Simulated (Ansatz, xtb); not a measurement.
# C3H5ClO: which of two isomers lies lower

Structure I: `C=C(Cl)CO`, a singlet. Structure II: `CCC(=O)Cl`, a singlet. Both are isolated molecules in the gas phase, relaxed with r2SCAN-D4/def2-SVP; each stands in its lowest conformer found.

Q: Estimate E(II) − E(I) at the level CCSD(T)/def2-SVP + ΔMP2/def2-TZVPP.

A: Calculated at CCSD(T)/def2-SVP + ΔMP2/def2-TZVPP: E(II) − E(I) = −1.031 eV, so structure II lies lower.

The same difference at several levels:

| level | geometry | E(II) − E(I) (eV) | departure from the last row (eV) | job, with rough time for the two |
| --- | --- | --- | --- | --- |
| GFN2-xTB | GFN2-xTB | −1.009 | +0.022 | optimisation, 0.22 s |
| HF/STO-3G | GFN2-xTB | −1.561 | −0.531 | single point, 0.44 s |
| r2SCAN-D4/def2-SVP//GFN2-xTB | GFN2-xTB | −1.334 | −0.304 | single point, 2.8 s |
| r2SCAN-D4/def2-SVP | r2SCAN-D4/def2-SVP | −1.340 | −0.310 | optimisation, 35 s |
| HF/def2-SVP | r2SCAN-D4/def2-SVP | −1.146 | −0.116 | part of the CCSD(T) run |
| MP2/def2-SVP | r2SCAN-D4/def2-SVP | −1.325 | −0.295 | part of the CCSD(T) run |
| CCSD(T)/def2-SVP | r2SCAN-D4/def2-SVP | −1.245 | −0.214 | single point |
| CCSD(T)/def2-SVP + ΔMP2/def2-TZVPP | r2SCAN-D4/def2-SVP | −1.031 |  | single point, 27 s |

As drawn, II has 1 C–C, 1 C=O, 1 C–H in place of 1 C=C, 1 C–O, 1 O–H.

None of the levels shown reverses the order. The largest departure from CCSD(T)/def2-SVP + ΔMP2/def2-TZVPP is that of HF/STO-3G, 0.531 eV. The last row adds to CCSD(T) the change of the MP2 difference between the two basis sets, here +0.214 eV, a large step that makes the value less sure.

With harmonic frequencies from r2SCAN-D4/def2-SVP (ideal gas, rigid rotor, one conformer each, 298.15 K, 1 atm): the zero-point term adds −0.005 eV; ΔH is −1.030 and ΔG −1.051 eV.

The correlated steps freeze 9 core orbitals. Mirror images aren't counted in ΔG. Programs: Ansatz 0.2.0, xtb 6.7.1; the last row on 2 threads of Intel(R) Xeon(R) Processor @ 2.70GHz on a shared host.
